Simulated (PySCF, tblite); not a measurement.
# H2F2, a solvent cluster: NMR shifts, interaction energy, infrared bands, spin-spin couplings, core binding energies and electronic excitations

One table from this session's results is given with a row withheld; the runs are named, their logs left out.

Programs: tblite 0.8.0 and PySCF 2.14.0. All values are calculated, for the isolated system unless a continuum is named. Atoms count from 0, parts from 1.

## The system as given

4 atoms, charge 0, multiplicity 1; geometry: rigid parts in contact. Parts: 1 = atoms 0–1, `F`, charge 0; 2 = atoms 2–3, `F`, charge 0.

The first run:

What the job is given:

```
{"job": {"kind": "dock", "xc": "GFN2-xTB", "basis": "xTB"}, "charge": 0, "multiplicity": 1, "parts": [{"atoms": "0-1", "charge": 0, "multiplicity": 1}, {"atoms": "2-3", "charge": 0, "multiplicity": 1}]}
F      0.466221    -0.003376     0.001416
H     -0.466221     0.003376    -0.001416
F     -2.391318     0.152513    -0.450691
H     -2.744792     0.415220    -1.272605
```

Level: GFN2-xTB search for minima from random contacts, gas phase.

Command:

```sh
$ OMP_NUM_THREADS=1 python cluster_run.py task.json out
```

This one command runs all jobs of the session in turn.

Among the steps run: Search for minima with GFN2-xTB; Optimising the geometry at PBE0-D3(BJ)/def2-TZVPD; Nuclear shieldings: PBE0/pcSseg-3; Coupled-cluster interaction energy: CCSD(T) and MP2.

One of the session's tables, all rows but one given; the rest of the session is left out.

It belongs to the step «Coupled-cluster interaction energy: CCSD(T) and MP2». 

| method | interaction energy (kcal/mol) |
| --- | --- |
| HF/aug-cc-pVDZ | -3.72 |
| MP2/aug-cc-pVDZ | -3.94 |
| CCSD/aug-cc-pVDZ | -3.86 |
| CCSD(T)/aug-cc-pVDZ | -3.97 |
| HF/aug-cc-pVQZ | -3.79 |
| MP2/aug-cc-pVQZ | -4.42 |
| SCS-MP2/aug-cc-pVQZ | ? |
| MP2, extrapolated | -4.51 |
| CCSD(T), limit estimate | -4.55 |

Estimate the missing values for SCS-MP2/aug-cc-pVQZ.

As computed: interaction energy (kcal/mol): -4.06. In the column «interaction energy (kcal/mol)» it lies between MP2/aug-cc-pVQZ (-4.42) and CCSD(T)/aug-cc-pVDZ (-3.97).
